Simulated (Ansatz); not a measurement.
# C₅H₇N: a ladder of functionals and wavefunction methods

The task here is to estimate one member of a computed series from the others.

The runs use Ansatz 0.2.0, Gaussian basis; functionals in def2-TZVPP, the program's frozen cores in correlated methods.

Levels to be run: PBE-D4, r2SCAN-D4, PBE0-D4, B3LYP-D4, ωB97X-V, ωB97M-V, B2PLYP; CCSD(T)/def2-TZVPP; MP2/def2-QZVPP; extrapolation to the limit.

### Structure used throughout

An earlier PBE0-D4 in a triple-zeta def2 set relaxation fixed the geometry.

SMILES `CC1=CN=CC1`, 13 atoms, charge 0, spin multiplicity 1.

Atoms are counted from 1 here; the program's logs count them from 0.

Bond lengths: C1–C2 1.483 Å, C1–H7 1.095 Å, C1–H8 1.091 Å, C1–H9 1.095 Å, C2–C3 1.341 Å, C2–C6 1.495 Å, C3–N4 1.414 Å, C3–H10 1.082 Å, N4–C5 1.280 Å, C5–C6 1.493 Å, C5–H11 1.086 Å, C6–H12 1.097 Å, C6–H13 1.097 Å. Angles: C2–C1–H7 111.5°, C2–C1–H8 111.0°, C2–C1–H9 111.5°, H7–C1–H8 107.9°, H7–C1–H9 106.8°, H8–C1–H9 107.9°, C1–C2–C3 129.0°, C1–C2–C6 125.1°, C3–C2–C6 105.9°, C2–C3–N4 113.4°, C2–C3–H10 127.5°, N4–C3–H10 119.1°, C3–N4–C5 106.4°, N4–C5–C6 113.2°, N4–C5–H11 121.9°, C6–C5–H11 125.0°, C2–C6–C5 101.1°, C2–C6–H12 113.1° and more.

Set-up of the first run:

in.yaml reads:

```yaml
crystal:
  periodic: [false, false, false]
  atoms:
    - {symbol: C, position_ang: [0.024715, -0.467220, 1.756981]}
    - {symbol: C, position_ang: [0.183237, -0.142624, 0.318310]}
    - {symbol: C, position_ang: [1.265174, -0.278559, -0.463033]}
    - {symbol: N, position_ang: [1.049560, 0.136619, -1.797009]}
    - {symbol: C, position_ang: [-0.165228, 0.534428, -1.859643]}
    - {symbol: C, position_ang: [-0.887758, 0.421996, -0.558110]}
    - {symbol: H, position_ang: [-0.249005, 0.418176, 2.339934]}
    - {symbol: H, position_ang: [0.950018, -0.869825, 2.171925]}
    - {symbol: H, position_ang: [-0.766385, -1.207059, 1.916373]}
    - {symbol: H, position_ang: [2.238848, -0.657771, -0.181054]}
    - {symbol: H, position_ang: [-0.598453, 0.910633, -2.781209]}
    - {symbol: H, position_ang: [-1.257127, 1.395718, -0.212518]}
    - {symbol: H, position_ang: [-1.767296, -0.229414, -0.636048]}
basis:
  gaussian: {orbitals: def2-TZVPP}
hamiltonian: {xc: pbe, dispersion: d4}
output: {forces: true, orbitals: {seedname: orbitals}}
```

Run with:

```console
$ ansatz run in.yaml --threads 4 --pin off --events-out ev --progress --plain --max-ram 10444MiB
```

Among the steps run: PBE-D4 (GGA); r2SCAN-D4 (meta-GGA); PBE0-D4 (hybrid); B3LYP-D4 (hybrid); ωB97X-V (range-separated); ωB97M-V (range-separated); B2PLYP (double hybrid); CCSD(T) in def2-TZVPP; MP2 in def2-QZVPP.

One of the session's tables, all rows but one given; the rest of the session is left out.

| method | atoms, summed (eV) | atomisation energy (kJ/mol) |
| --- | --- | --- |
| PBE-D4 | -6721.466 | 5860.5 |
| r2SCAN-D4 | -6727.882 | 5680.3 |
| PBE0-D4 | -6723.333 | 5741.2 |
| B3LYP-D4 | -6732.544 | 5674.9 |
| ωB97X-V | -6729.993 | 5672.7 |
| ωB97M-V | -6728.922 | 5682.0 |
| B2PLYP | -6726.512 | 5617.0 |
| HF/def2-TZVPP | -6703.901 | 4091.8 |
| MP2/def2-TZVPP | -6715.477 | 5627.2 |
| CCSD/def2-TZVPP | -6718.691 | 5408.0 |
| CCSD(T)/def2-TZVPP | ? | ? |
| MP2/CBS | -6717.450 | 5765.5 |
| CCSD(T)/CBS | -6721.002 | 5646.8 |

Estimate the missing values for CCSD(T)/def2-TZVPP.

The run gave: atoms, summed (eV): -6719.029; atomisation energy (kJ/mol): 5508.4. In the column «atoms, summed (eV)» it lies between CCSD(T)/CBS (-6721.002) and CCSD/def2-TZVPP (-6718.691).
